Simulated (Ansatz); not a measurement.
Al: Al vacancy

Level of theory: DFT PBE, scalar-relativistic, plane waves, PAW in Ansatz 0.2.0. Run with 420 eV cutoff, 4×4×4 k-mesh, Gaussian smearing of 0.10 eV, no spin polarisation.

Host crystal, relaxed:

```yaml
crystal:
  lattice:
    - [0.00000, 2.02081, 2.02081]
    - [2.02081, 0.00000, 2.02081]
    - [2.02081, 2.02081, 0.00000]
  atoms:
    - { symbol: Al, position: [0.00000, 0.00000, 0.00000] }
```

Supercell of 27 atoms, rows in host cell vectors: 0 3 0; 0 3 -3; -3 3 0. Atoms relax at the host's cell, keeping the symmetry that the supercell leaves at the site. The cell is small, so energies carry finite-size errors of tenths of an eV. The host is a metal. Atoms are taken from and returned to the elements' standard states.

Defect: Al vacancy set at (0.000, 0.000, 0.000) of the host cell. Before relaxation its nearest neighbours are 12 Al at 2.86 Å.

```json
{"charge": "0", "E_f at the valence band top (eV)": "0.92", "moment (μB)": "0.00", "largest move (Å)": "0.02", "atoms near the site": "12 Al at 2.84 Å"}
```

Cost: 2 runs of about 1.4 core-minutes in all, on Arm Neoverse V1 (shared hosts).